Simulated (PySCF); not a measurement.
Energies from PySCF, thermal terms from the rigid-rotor harmonic-oscillator model, ideal gas at 1 bar. The comparison is the NASA 1993 polynomial table, which mixes measured and estimated data. All species are closed-shell singlets. The harmonic model lacks anharmonicity and excited electronic states, which grow with temperature; levels with a mode under 35 cm⁻¹ are left out. Soft modes under 120 cm⁻¹ make the harmonic entropy rough for C2Cl4. The table's entry may be an old estimate for C2Cl4 (not checked at source).

Harmonic frequencies at PBE/def2-SVP (cm⁻¹): 95, 169, 229, 277, 305, 336, 444, 481, 766, 890, 959, 1573. Point group D2h; S°(298 K) = 344.0 J/mol/K at this level.

Task: Work out Cp and S° of gaseous C2Cl4 at 500, 800, 1200, 1600, 2000 K from these, and set them beside the table.

Result: 
```csv
T (K),Cp PBE/def2-SVP,Cp table,S° PBE/def2-SVP,S° table
500,112.5,111.9,398.1,394.6
800,122.8,122.5,453.6,449.9
1200,128.0,127.6,504.6,500.8
1600,130.1,130.0,541.7,537.8
2000,131.1,131.2,570.9,567.0
```
Units J/mol/K.
